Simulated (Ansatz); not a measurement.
# Nickel, fcc: convergence with cold smearing

Computed with Ansatz, LDA, scalar-relativistic PAW, on the relaxed cell (a = 3.425 Å; ferromagnetic, net 0.58 μB per atom). Errors count from a run at 420 eV on a Γ-centred 26×26×26 mesh with Fermi-Dirac smearing of 0.05 eV, extrapolated to zero width. Fixed here: cutoff 420 eV, mesh 16×16×16.

```csv
width (eV),E(σ→0) error (meV/atom),F error (meV/atom),P (GPa),sphere moment (μB),SCF iterations
0.01,-1.8,-1.8,-0.65,0.59,13
0.1,-2.2,-2.4,-0.61,0.60,14
0.2,-2.6,-3.0,-0.45,0.62,13
0.3,-5.5,-1.6,-0.27,0.68,12
0.6,1.3,27.0,-0.69,0.75,19
1.0,29.2,82.3,-4.79,0.00,25
```

Q: What does the run at 0.03 give (width)?

A: E(σ→0) error (meV/atom): -1.8; F error (meV/atom): -1.9; P (GPa): -0.64; sphere moment (μB): 0.60; SCF iterations: 13.
